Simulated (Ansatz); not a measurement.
Ansatz (a quantum-chemistry and plane-wave program) input (CCSD(T)/aug-cc-pVDZ):

Ansatz 0.2 input:
```yaml
crystal:
  periodic: [false, false, false]
  atoms:
    - {symbol: F, position_ang: [0.03923562, 1.10057360, -0.27954166]}
    - {symbol: O, position_ang: [-0.01962367, 0.00815420, 0.59730772]}
    - {symbol: F, position_ang: [-0.02179237, -1.10782178, -0.25139853]}
basis:
  gaussian:
    orbitals: aug-cc-pVDZ
magnetization: {spin_polarized: false}
correlation: {method: ccsd_t, electrons: outside_noble_gas}
output: {forces: true}
```

End of the output:

```
cycle   5  -17.30168594 eV  change    6.2e-4 eV  update   3.5e-3
cycle   6  -17.30411264 eV  change   -2.4e-3 eV  update   1.3e-3
cycle   7  -17.30389300 eV  change    2.2e-4 eV  update   6.2e-4
cycle   8  -17.30354153 eV  change    3.5e-4 eV  update   1.5e-4
cycle   9  -17.30359283 eV  change   -5.1e-5 eV  update   6.2e-5
cycle  10  -17.30354173 eV  change    5.1e-5 eV  update   2.2e-5
cycle  11  -17.30354914 eV  change   -7.4e-6 eV  update   8.0e-6
coupled cluster: 0.16 GiB planned
perturbative correction -0.59136563 eV, -0.0217322860 hartree
the calculation of the forces begins
Total energy: -7459.88457054 eV, -274.1457014760 hartree
Atom 0 at     0.039236     1.100574    -0.279542 Å, force     0.037905     0.627244    -0.627140 eV/Å
Atom 1 at    -0.019624     0.008154     0.597308 Å, force    -0.040675     0.016902     1.238078 eV/Å
Atom 2 at    -0.021792    -1.107822    -0.251399 Å, force     0.002770    -0.644146    -0.610938 eV/Å
Dipole moment:    -0.002071     0.000860     0.063031 e Å
```
